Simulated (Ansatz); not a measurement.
The same path of CH8BN (11 atoms, charge 0, multiplicity 1) was run 3 times with different band settings. Lost on the way: B1–H2, N5–H11. Made: H2–H11.

These are results of RKS PBE/def2-SVP in Ansatz 0.2.0, not measurements.

Relaxed end points:

```xyz
11
Properties=species:S:1:pos:R:3
B 0.093 -0.271 0.050
H 0.482 0.644 0.780
H 0.954 -0.659 -0.744
H -0.989 -0.033 -0.490
N -0.190 -1.540 1.046
H -0.577 -2.308 0.478
C 0.985 -2.016 1.806
H 1.771 -2.307 1.085
H 1.373 -1.174 2.409
H 0.739 -2.873 2.466
H -0.944 -1.270 1.695
```

```xyz
11
Properties=species:S:1:pos:R:3
B 0.372 -0.790 -0.584
H -1.388 0.221 3.047
H 1.475 -0.306 -0.764
H -0.574 -0.549 -1.311
N 0.180 -1.655 0.498
H -0.747 -2.066 0.641
C 1.165 -2.087 1.476
H 1.309 -3.189 1.458
H 2.137 -1.609 1.251
H 0.870 -1.803 2.510
H -1.103 0.025 2.359
```

Common settings: movable images 5; climbing image yes; optimiser quadratic models (default); force threshold 0.05 eV/Å; iteration limit 60; end points relaxed.

| run | spring | start path |
| --- | --- | --- |
| 1 | 5.0 eV/Å² | through a guess of the saddle point |
| 2 | 5.0 eV/Å² | straight line |
| 3 | 50.0 eV/Å² | through a guess of the saddle point |

**Question.** What does each run give, and how far can it be trusted?

**Answer.** Run 1: converged after 21 iterations, highest image 1.517 eV above the first end. The profile has 2 maxima (images 1, 3) with wells between them (image 2): this band takes more than one step, which may be the mechanism or a detour left from its start path. Neighbouring images differ by up to 1.5 eV, so the band resolves the path poorly. A vibrational analysis at the climbing image gives one clearly imaginary mode, 1134i cm⁻¹: a first-order saddle point.
Run 2: converged after 22 iterations, highest image 1.517 eV above the first end. Neighbouring images differ by up to 1.4 eV, so the band resolves the path poorly. Another band between the same ends (5 images) ends at a top of the same energy, where a vibrational analysis finds 1 clearly imaginary mode.
Run 3: converged after 14 iterations, highest image 1.577 eV above the first end. The profile has 2 maxima (images 1, 3) with wells between them (image 2): this band takes more than one step, which may be the mechanism or a detour left from its start path. Neighbouring images differ by up to 1.5 eV, so the band resolves the path poorly. The order of the stationary point at the top wasn't checked.
The orbitals stay closed-shell, which can raise the energy where a bond breaks towards radicals; this wasn't checked here.
